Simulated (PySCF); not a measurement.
Point-charge models of ethynyl isothiocyanate (`S=C=NC#C`) against its computed dipole.

Coordinates (GFN2-xTB, Å) and charges (e) from the PBE0/pcSseg-1 density (PySCF):

| atom | x | y | z | Mulliken | IAO | Hirshfeld | ESP-fitted |
| --- | --- | --- | --- | --- | --- | --- | --- |
| C1 | -0.964 | 1.609 | 0.494 | -0.1181 | -0.2466 | -0.1029 | -0.6255 |
| C2 | -0.393 | 0.565 | 0.307 | +0.2856 | +0.0749 | +0.0116 | +0.3432 |
| N3 | 0.154 | -0.594 | 0.182 | -0.5018 | -0.1443 | -0.0555 | -0.0962 |
| C4 | 0.890 | -1.440 | -0.229 | +0.2059 | +0.0649 | +0.1034 | +0.0580 |
| S5 | 1.745 | -2.676 | -0.621 | +0.0502 | +0.0376 | -0.0548 | -0.0516 |
| H6 | -1.429 | 2.539 | 0.618 | +0.0782 | +0.2135 | +0.0982 | +0.3721 |

Q: Form Σ q r in debye for every column and set it beside the full dipole.

A: The full density gives (-0.50, 1.13, 0.09) D, 1.24 D in size; dipole vectors point from the negative to the positive end.

```json
{"scheme": "Mulliken", "μx": "0.40", "μy": "0.18", "μz": "-0.44", "size (D)": "0.62", "share of the full size (%)": "50", "angle to the full dipole (°)": "93"}
{"scheme": "IAO", "μx": "0.02", "μy": "0.38", "μz": "-0.15", "size (D)": "0.41", "share of the full size (%)": "33", "angle to the full dipole (°)": "37"}
{"scheme": "Hirshfeld", "μx": "-0.28", "μy": "0.58", "μz": "0.07", "size (D)": "0.65", "share of the full size (%)": "52", "angle to the full dipole (°)": "3"}
{"scheme": "ESP-fitted", "μx": "-0.56", "μy": "1.17", "μz": "0.13", "size (D)": "1.30", "share of the full size (%)": "105", "angle to the full dipole (°)": "3"}
```

Q: Which set comes closest?

A: Length of the difference vector: ESP-fitted 0.09 D, Hirshfeld 0.59 D, IAO 0.94 D, Mulliken 1.41 D. Closest: ESP-fitted. ESP charges are fitted to the potential around the molecule, whose slowest-falling term is the dipole's. The schemes that divide the density aren't constrained to reproduce the dipole.

Q: What is left for the Hirshfeld atoms' own dipoles?

A: The Hirshfeld atoms' densities add up to the full density, so μ = Σ q r + Σ (atomic dipoles). The atomic dipoles sum to (-0.50, 1.13, 0.09) − (-0.28, 0.58, 0.07) = (-0.22, 0.55, 0.02) D, 0.59 D in size.

Q: With the origin at the mean of the coordinates, (0.001, 0.000, 0.125) Å, which are the largest single terms, by size, of the Hirshfeld dipole along the direction of the full one?

A: H6 +1.38, C1 -0.93, C4 -0.84, S5 +0.84, N3 +0.16 D; all 6 atoms together +0.65 D. The single terms depend on the origin, their sum doesn't.

Q: Give the size of the full dipole in other units.

A: 1.24 D = 0.488 au = 0.258 e·Å = 4.14 × 10⁻³⁰ C·m.

Geometry: GFN2-xTB; no solvent, vibrations or thermal averaging.
